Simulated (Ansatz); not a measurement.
C$_{2}$H$_{3}$F$_{2}$N, SMILES `CN=C(F)F`. The species carries charge 0 and has multiplicity 1. Geometry: relaxed with PBE0-D4/def2-TZVP.

```xyz
8

C    -0.880    0.232    0.562
N     0.190   -0.686    0.255
C     1.041   -0.405   -0.588
F     1.141    0.695   -1.319
F     2.033   -1.198   -0.905
H    -1.832   -0.274    0.392
H    -0.859    1.157   -0.021
H    -0.833    0.480    1.624
```

Task: What is the dipole moment at PBE/def2-TZVPP? (Estimate.)

Result: Computed: 1.55 D, with components (-1.02, 1.16, 0.12) D in this frame, pointing from negative to positive charge.

Task: And with r2SCAN, B3LYP, ωB97M-V? (An estimate is asked.)

Result: Ansatz gave: r2SCAN 1.59 D, B3LYP 1.66 D, ωB97M-V 1.64 D.

Task: Give the Mulliken charges with PBE, B3LYP, ωB97M-V in def2-TZVPP. (Estimate.)

Result: Ansatz gave: 
| atom | PBE | B3LYP | ωB97M-V |
| --- | --- | --- | --- |
| C1 | -0.15 | -0.14 | -0.20 |
| N2 | -0.18 | -0.21 | -0.21 |
| C3 | 0.27 | 0.37 | 0.37 |
| F4 | -0.13 | -0.17 | -0.17 |
| F5 | -0.11 | -0.15 | -0.15 |
| H6 | 0.11 | 0.11 | 0.12 |
| H7 | 0.08 | 0.09 | 0.10 |
| H8 | 0.11 | 0.11 | 0.12 |

B3LYP here is the variant with VWN-RPA as its local correlation; programs differ in this.
